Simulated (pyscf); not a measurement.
Thermochemistry of product channels of HN=Ti(Cl)–Cl (SMILES [NH]=[Ti]([Cl])[Cl]) + H₂ (SMILES [H][H]) on the singlet surface, in eV, from ωB97M-D3(BJ)/def2-TZVP energies (ideal gas, 1 atm, RRHO with modes under 100 cm⁻¹ raised to 100, one conformer, R ln 2 for rigid chiral ones). Single points on ωB97X-D3(BJ)/def2-SVP structures (PySCF, gas phase).

```csv
products,ΔE,ΔH(298 K),ΔG(900 K),ΔG(1200 K)
H₂N–TiH(Cl)–Cl (SMILES [NH2][TiH]([Cl])[Cl]),-1.38,-1.22,-0.16,+0.20
HN=TiH–Cl (SMILES [NH]=[TiH][Cl]) + HCl (SMILES Cl),+1.88,+1.89,+1.67,+1.62
```

The channel to H₂N–TiH(Cl)–Cl turns unfavourable between 298 and 1200 K (ΔG from -0.87 eV to +0.20 eV).

These are energies of the channels, which say nothing of barriers.
